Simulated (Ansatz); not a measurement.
# BH3Cl (doublet): wave-function methods side by side at distance B1–H4 along a hydrogen transfer = 1.615 Å, cc-pVDZ

Aim: climb from Hartree-Fock through coupled cluster and multireference methods for BH3Cl (doublet) at one geometry and basis, and see what each rung misses.

Program: Ansatz 0.2.0, Gaussian basis. Level of theory: cc-pVDZ, core rule «outside noble gas», up to 6 orbitals frozen. These are calculated values, not measurements.

The runs, in order: UHF; CCSD(T) on ROHF; CCSD(T) on UHF; BCCD(T) on ROHF; CISD; CCSDT(Q) on ROHF; CCSDT(Q) on UHF; CASSCF and MRCISD+Q, 3 electrons in 3 orbitals; CASSCF and NEVPT2, 3 electrons in 3 orbitals; CASSCF and NEVPT2, 13 electrons in 11 orbitals.

7 further runs of the same task are left out: 1 for a known fault of the program, 6 that didn't finish.

### 1 The geometry

The geometry derives from fragments relaxed apart (PBE0/def2-TZVP) and kept rigid, so it is no stationary point. A hydrogen atom is moved between rigid fragments.

5 atoms, charge 0, spin multiplicity 2.

Atoms are counted from 1 here; the program's logs count them from 0.

Bond lengths: B1–H2 1.193 Å, B1–H3 1.193 Å. Angles: H2–B1–H3 120.0°.

### 2 UHF

Input file in.yaml:

```yaml
crystal:
  periodic: [false, false, false]
  atoms:
    - {symbol: B, position_ang: [-2.369381, 0.000000, 0.000000]}
    - {symbol: H, position_ang: [-2.966114, 1.033571, 0.000000]}
    - {symbol: H, position_ang: [-2.966114, -1.033571, 0.000000]}
    - {symbol: H, position_ang: [-0.754381, 0.000000, 0.000000]}
    - {symbol: Cl, position_ang: [0.912619, 0.000000, 0.000000]}
basis:
  gaussian: {orbitals: cc-pVDZ}
magnetization: {spin_polarized: true, initial_magnetization: 1}
hamiltonian: {xc: hf}
output: {orbitals: {seedname: orbitals}}
```

The run is started by

```sh
> ansatz run in.yaml --threads 1 --pin off --events-out ev --progress --plain --max-ram 2393MiB
```

After this run come: CCSD(T) on ROHF; CCSD(T) on UHF; BCCD(T) on ROHF; CISD; CCSDT(Q) on ROHF; CCSDT(Q) on UHF; CASSCF and MRCISD+Q, 3 electrons in 3 orbitals; CASSCF and NEVPT2, 3 electrons in 3 orbitals; CASSCF and NEVPT2, 13 electrons in 11 orbitals.

**Question.** What will the summary of the whole plan be? Wanted: UCCSDT(Q) below the RHF energy; RMP2 from UCCSDT(Q); UMP2 from UCCSDT(Q); RCCSD from UCCSDT(Q); RCCSD(T) from UCCSDT(Q); UCCSD(T) from UCCSDT(Q); RCCSDT(Q) from UCCSDT(Q); NEVPT2 pair from UCCSDT(Q); MRCISD+Q pair from UCCSDT(Q).

**Answer**, as computed:

```
                         quantity                                                                  value
   UCCSDT(Q) below the RHF energy                                                             -7.4544 eV
              RMP2 from UCCSDT(Q)                                                        +26.30 kcal/mol
              UMP2 from UCCSDT(Q)                                                        +28.52 kcal/mol
             RCCSD from UCCSDT(Q)                                                         +4.04 kcal/mol
          RCCSD(T) from UCCSDT(Q)                                                         +0.77 kcal/mol
          UCCSD(T) from UCCSDT(Q)                                                         +0.81 kcal/mol
         RCCSDT(Q) from UCCSDT(Q)                                                          0.00 kcal/mol
       NEVPT2 pair from UCCSDT(Q)                                                        +25.14 kcal/mol
     MRCISD+Q pair from UCCSDT(Q)                                                         +0.94 kcal/mol
    NEVPT2 valence from UCCSDT(Q)                                                        +30.58 kcal/mol
levels within 1 kcal/mol (43 meV)  RCCSD(T), UCCSD(T), BCCD(T), RCCSDT, UCCSDT, RCCSDT(Q), MRCISD+Q pair
                    T1 diagnostic                                                                  0.020
   effectively unpaired electrons                                                                   1.02
```

**Reading.** RCCSD(T) lands +0.77 kcal/mol from the yardstick (0.4 % of the correlation energy). One determinant dominates. Of the multireference levels listed MRCISD+Q pair comes nearest in total energy (+0.94 kcal/mol), which doesn't show that its space is the better one. These misses are within one basis, not against nature; the frozen cores of restricted and unrestricted runs differ, which can shift their rows.
